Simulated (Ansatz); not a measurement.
**BH4NSi: ionisation energy by level of theory**

The task here is to estimate one member of a computed series from the others.

Method: unrestricted cation, the program's frozen cores in correlated methods; program: Ansatz 0.2.0, Gaussian basis.

Levels to be run: UKS PBE-D4/def2-TZVPP; UKS r2SCAN-D4/def2-TZVPP; UKS PBE0-D4/def2-TZVPP; UKS B3LYP-D4/def2-TZVPP; UKS wB97X-V/def2-TZVPP; UKS wB97M-V/def2-TZVPP; UKS B2PLYP/def2-TZVPP; UHF-CCSD(T)/def2-TZVPP; UHF-MP2/def2-QZVPP; extrapolation to the limit; then −ε(HOMO) from the neutral's earlier runs with LDA (SPW92), PBE-D4, revPBE-D4, BLYP-D4, r2SCAN-D4, B97M-V, PBE0-D4, B3LYP-D4, r2SCANh-D4, r2SCAN0-D4, HSE06-D4, BHLYP-D4, CAM-B3LYP-D4, LC-ωPBE, ωB97X-V, ωB97M-V.

## The geometry

An earlier PBE0-D4 in a triple-zeta def2 set relaxation fixed the geometry.

SMILES `B1N[SiH2]1`, 7 atoms, charge 0, spin multiplicity 1.

Atoms are counted from 1 here; the program's logs count them from 0.

Bond lengths: B1–N2 1.377 Å, B1–Si3 1.929 Å, B1–H4 1.188 Å, N2–Si3 1.756 Å, N2–H5 1.009 Å, Si3–H6 1.485 Å, Si3–H7 1.485 Å. Angles: N2–B1–Si3 61.5°, N2–B1–H4 136.4°, Si3–B1–H4 162.0°, B1–N2–Si3 74.9°, B1–N2–H5 137.5°, Si3–N2–H5 147.6°, B1–Si3–N2 43.6°, B1–Si3–H6 125.2°, B1–Si3–H7 125.2°, N2–Si3–H6 115.1°, N2–Si3–H7 115.1°, H6–Si3–H7 109.6°.

The first run:

The input, in.yaml:

```yaml
crystal:
  periodic: [false, false, false]
  atoms:
    - {symbol: B, position_ang: [-0.969556, -0.542007, -0.276497]}
    - {symbol: N, position_ang: [0.011943, 0.233586, -0.852387]}
    - {symbol: Si, position_ang: [0.495361, 0.055668, 0.826435]}
    - {symbol: H, position_ang: [-1.973670, -1.065227, -0.634500]}
    - {symbol: H, position_ang: [0.216656, 0.620375, -1.761158]}
    - {symbol: H, position_ang: [0.516608, 1.316260, 1.611976]}
    - {symbol: H, position_ang: [1.764057, -0.686756, 1.040530]}
basis:
  gaussian: {orbitals: def2-TZVPP}
total_charge: 1
magnetization: {spin_polarized: true, initial_magnetization: 1}
hamiltonian: {xc: pbe, dispersion: d4}
```

Command:

```sh
$ ansatz run in.yaml --threads 2 --pin off --events-out ev --progress --plain --max-ram 4352MiB
```

Steps of the session up to this table: Cation, UKS PBE-D4/def2-TZVPP; Cation, UKS r2SCAN-D4/def2-TZVPP; Cation, UKS PBE0-D4/def2-TZVPP; Cation, UKS B3LYP-D4/def2-TZVPP; Cation, UKS wB97X-V/def2-TZVPP; Cation, UKS wB97M-V/def2-TZVPP; Cation, UKS B2PLYP (frozen core)/def2-TZVPP; Cation, UHF-CCSD(T)/def2-TZVPP; Cation, UHF-MP2/def2-QZVPP.

One of the session's tables, all rows but one given; the rest of the session is left out.

It belongs to the step «Ionisation energies side by side». For comparison, −ε(HOMO) of the neutral from earlier runs:

| functional | −ε(HOMO) (eV) |
| --- | --- |
| LDA (SPW92) | 6.07 |
| PBE-D4 | 5.98 |
| revPBE-D4 | 5.94 |
| BLYP-D4 | 5.84 |
| r2SCAN-D4 | 6.18 |
| B97M-V | 6.25 |
| PBE0-D4 | 7.06 |
| B3LYP-D4 | 6.87 |
| r2SCANh-D4 | 6.58 |
| r2SCAN0-D4 | 7.19 |
| HSE06-D4 | 6.67 |
| BHLYP-D4 | ? |
| CAM-B3LYP-D4 | 8.36 |
| LC-ωPBE | 9.68 |
| ωB97X-V | 9.34 |
| ωB97M-V | 9.15 |

Estimate the missing values for BHLYP-D4.

Worked estimate for «−ε(HOMO) (eV)». Against the share of exact exchange, BLYP-D4 (0, 5.84), B3LYP-D4 (0.2, 6.87) give a slope of 5.15 per unit share; at 0.5 the line stands at 8.41.

**Answer.** −ε(HOMO) (eV): 8.05. In «−ε(HOMO) (eV)» the line misses by +0.36.
